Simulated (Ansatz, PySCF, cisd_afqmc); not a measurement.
Species: NaCl, charge 0, singlet. NaCl (SMILES [Na][Cl]).
B3LYP-D3(BJ)/def2-TZVP minimum from Ansatz (an electronic-structure program):
```xyz
2

Na     0.0000     0.0000    -1.4348
Cl     0.0000     0.0000     0.9284
```

Atomisation energy term by term, kcal/mol (programs: Ansatz, cisd_afqmc). Open shells are spin-unrestricted; no spin-orbit coupling. Correlated methods leave the cores frozen. No relativity. AFQMC is phaseless with a CISD trial state; ± is one standard error, without the phaseless bias. Outlying blocks are dropped, and bars are widened where a walk drifts. Over all cases where full CI ran beside it in this data, AFQMC minus full CI had a median of +0.1 mEh and passed +0.4 mEh in a tenth of the cases. CBS(X,Y): correlation extrapolated as X^-3, Hartree-Fock from the larger set. A bracket is a step between two methods taken in the basis named. Full CI freezes restricted core orbitals, also for open shells; the composite that ends in it estimates full CI at the basis-set limit. For partners of very few electrons the exact lower level stands in for a higher one.

```csv
term,basis,kcal/mol
Hartree-Fock,def2-QZVPP,69.90
CCSD correlation,"CBS(def2-TZVPP,def2-QZVPP)",27.61
(T),"CBS(def2-TZVPP,def2-QZVPP)",2.32
CCSDT(Q) - CCSD(T),def2-QZVPP,-0.04
FCI - CCSDT(Q),def2-SVP,0.00
minus zero-point energy,Hessian by PySCF at B3LYP-D3(BJ)/def2-TZVP,-0.52
sum: D0,,99.3
```

The step beyond CCSD(T) by other levels: FCI in def2-SVP 0.09; CCSDTQ in def2-SVP 0.08; AFQMC/CISD in def2-SVP 0.27 ± 0.11; CCSDT(Q) in def2-SVP 0.09; AFQMC/CISD in def2-TZVPP 0.21 ± 0.20; CCSDT(Q) in def2-TZVPP -0.05; AFQMC/CISD in def2-QZVPP 0.82 ± 0.24 kcal/mol.
